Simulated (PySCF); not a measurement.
System (SMILES): ClCCl.
Geometry (B3LYP-D3(BJ)/def2-TZVP, fixed):
```
C
H 1 1.0832
H 1 1.0832 2 111.91
Cl 1 1.7804 2 108.02 3 118.77
Cl 1 1.7804 2 108.02 3 -118.77
```

Basis-set convergence of the lowest singlet excitation energy at CAM-B3LYP with PySCF. Tamm-Dancoff approximation; the state is taken by its order, and sets in which it differs in degeneracy or brightness are left out, yet its character can still change. All functions are spherical. Density fitting with generated auxiliary sets. In sets without p functions on hydrogen, species with hydrogen take exact integrals. No added dispersion term, no relativity. Reference: the value in aug-pcseg-2, 6.807 eV, itself unsure by roughly 0.026 eV (its distance from aug-cc-pV(T+d)Z). Deviations are taken from unrounded values. Cost is core time over that of 6-31G**, rough, on shared machines of one kind; a dash marks a row that isn't timed (too short, read off another run, short of memory, by another algorithm or on other hardware).

| basis | functions | lowest singlet excitation energy (eV) | minus reference (eV) | cost |
|---|---|---|---|---|
| 6-31G | 39 | 7.213 | 0.406 | - |
| def2-SV(P) | 54 | 7.452 | 0.645 | - |
| 6-31G** | 60 | 7.127 | 0.320 | 1× |
| pcseg-1 | 60 | 7.077 | 0.270 | 1× |
| 6-31+G* | 66 | 6.933 | 0.126 | - |
| cc-pV(D+d)Z | 70 | 7.075 | 0.268 | 2× |
| 6-311G** | 82 | 7.088 | 0.281 | 2× |
| 6-311+G** | 94 | 6.946 | 0.139 | 3× |
| aug-pcseg-1 | 95 | 6.891 | 0.084 | 3× |
| 6-311++G(2d,2p) | 117 | 6.805 | -0.002 | 5× |
| def2-TZVP | 117 | 7.036 | 0.229 | 6× |
| cc-pV(T+d)Z | 136 | 6.958 | 0.151 | 9× |
| def2-TZVPP | 143 | 7.022 | 0.215 | 8× |
| def2-TZVPD | 147 | 6.793 | -0.014 | 10× |
| jun-cc-pV(T+d)Z | 163 | 6.787 | -0.020 | 10× |
| cc-pV(Q+d)Z | 243 | 6.876 | 0.069 | 20× |
| def2-QZVPP | 257 | 6.845 | 0.038 | 30× |
| def2-QZVPPD | 287 | 6.780 | -0.027 | 50× |
